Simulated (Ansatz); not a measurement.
**Which isomer of C2H8N2 gives these data?**

These gas-phase data were calculated for one isomer of C2H8N2 at PBE0-D3(BJ)/def2-SVP (harmonic, unscaled wavenumbers; equilibrium rotational constants with average atomic masses):

- rotational constants: 9.188, 8.995, 5.094 GHz
- all wavenumbers above 1500 cm⁻¹: 3553, 3470, 3157, 3154, 3094, 3093, 2975, 2966, 1641

Candidates:

(1) `NCCN`, a singlet
(2) `CN(C)N`, a singlet

Problem. Assign the data to one candidate and say why.

Solution. Candidate (2). 2 modes lie between 3250 and 3800 cm⁻¹, one for each N–H bond, while (1) has 4.

The same quantities for all candidates:

|  | rotational constants (GHz) | wavenumbers above 1500 cm⁻¹ | E above the lowest, PBE0-D3(BJ)/def2-SVP (kcal/mol) |
| --- | --- | --- | --- |
| (1) | 14.32, 5.273, 4.44 | 3629, 3593, 3541, 3513, 3103, 3074, 3029, 2969, 1652, 1634 | 0.0 |
| (2) | 9.188, 8.995, 5.094 | 3553, 3470, 3157, 3154, 3094, 3093, 2975, 2966, 1641 | 26.7 |

Each candidate is one conformer. Programs: Ansatz 0.2.0.
